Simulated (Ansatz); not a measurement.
A run of Ansatz (development build ahead of 0.2.0) on singlet NH at this shape:

```json
{"atom": "N", "x (Å)": "0.0000", "y (Å)": "0.0000", "z (Å)": "0.0000"}
{"atom": "H", "x (Å)": "0.0000", "y (Å)": "0.0000", "z (Å)": "1.6640"}
```

Its results:

```yaml
Converged: yes
Total_energy: -55.03357 hartree
Spin_squared_of_the_determinant: 1.000
Stability_test: minimum
```

Forces (eV/Å):
```csv
atom,Fx,Fy,Fz
N1,0.000,0.000,4.319
H2,0.000,0.000,-4.319
```

Task: Which input gives this output? Name the method, the orbitals and the basis set, and write the input.

Result: PBE0 (unrestricted) in 6-31G.

```yaml
crystal:
  periodic: [false, false, false]
  atoms:
    - { symbol: "N", position_ang: [0.0, 0.0, 0.0] }
    - { symbol: H, position_ang: [0.0, 0.0, 1.664] }
basis:
  gaussian: { orbitals: "6-31G" }
magnetization:
  spin_polarized: true
hamiltonian:
  xc: pbe0
output:
  forces: true
```

Caution: another spin multiplicity may lie lower; the unrestricted determinant is a mixture of spin states.
